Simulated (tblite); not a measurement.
C4H4FS (doublet state).
SMILES with atom numbers: `[F:1][C:2]1=[CH:3][CH:4][CH2:5][S:6]1` (hydrogens: H7 on C3; H8 on C4; H9, H10 on C5)

Method: GFN2-xTB as coded in tblite; computed harmonic values from a numerical Hessian at the method's own geometry, unscaled. Errors from tens to a few hundred cm⁻¹ against measured bands are possible. Open shells enter through the occupations alone, without spin polarisation, and single modes of such species can be off by tens of per cent.

Problem. How many normal modes are there?

Solution. 10 atoms, non-linear: 3N − 6 = 24.

Problem. What is the point group of the computed structure, and how do the modes divide by symmetry?

Solution. Cs. The vibrations span 16 a′ + 8 a″.

Problem. How many distinct wavenumbers does the calculation give?

Solution. 24: Cs has no degenerate species.

Problem. How many fundamentals are allowed in the infrared by symmetry?

Solution. 24 of 24: in Cs every mode is allowed. All fundamentals are allowed in the Raman spectrum.

Problem. Zero-point energy?

Solution. ½Σν̃ = 14580 cm⁻¹ = 41.7 kcal/mol (24 modes), 17.4 kcal/mol of it from above 1550 cm⁻¹.

Problem. What thermal excitation has the softest real mode at 77 K?

Solution. θ = hcν̃/k = 214 K for 148.8 cm⁻¹, so N1/N0 = 0.062 and ⟨v⟩ = 1/(exp(θ/T) − 1) = 0.066.

Hardware: an Arm Neoverse V2 with one thread, shared host with 96 logical CPUs at a one-minute load of 45. Cost: 0.17 s of wall time. This covers the Hessian and the dipole derivatives.
